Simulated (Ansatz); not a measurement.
# CH2OS: the cost of one run

All numbers below are computed with Ansatz 0.2.0 (RKS B3LYP/def2-SVP).

## Step 1: The system as given

Bond lengths: O2–C3 1.275 Å, C3–H4 1.081 Å, C3–S5 1.649 Å. Angles: O2–C3–H4 121.3°, O2–C3–S5 111.7°, H4–C3–S5 127.0°.

Coordinates:

```xyz
5

H     0.6146   -0.9278    0.6306
O     0.2635   -0.8726   -0.5933
C    -0.2101    0.2735   -0.2950
H    -0.7033    0.8868   -1.0362
S     0.0353    0.6401    1.2939
```

## Step 2: Pulling towards end A

Springs on the bonds that form and break draw the guess towards this end; the thresholds are loose.

Input file input.yaml:

```yaml
crystal:
  periodic: [false, false, false]
  atoms:
    - { symbol: H, position_ang: [0.6146, -0.9278, 0.6306] }
    - { symbol: O, position_ang: [0.2635, -0.8726, -0.5933] }
    - { symbol: C, position_ang: [-0.2101, 0.2735, -0.295] }
    - { symbol: H, position_ang: [-0.7033, 0.8868, -1.0362] }
    - { symbol: S, position_ang: [0.0353, 0.6401, 1.2939] }
basis:
  gaussian: { orbitals: def2-SVP }
hamiltonian:
  xc: b3lyp
relax:
  f_tol: 0.15
  max_steps: 25
  restrain:
    - { distance: [4, 0], at: 2.66, k: 30.0 }
    - { distance: [1, 0], at: 0.97, k: 30.0 }
```

On the command line:

```
> ansatz run input.yaml --threads 1 --pin off --max-ram 2048MiB --backend cpu --events-out ev --progress --plain --runs-dir out
```

What time and memory should one allow on 1 thread of an Arm CPU, shared host?

About 9.9 s, with a peak of 0.12 GiB.
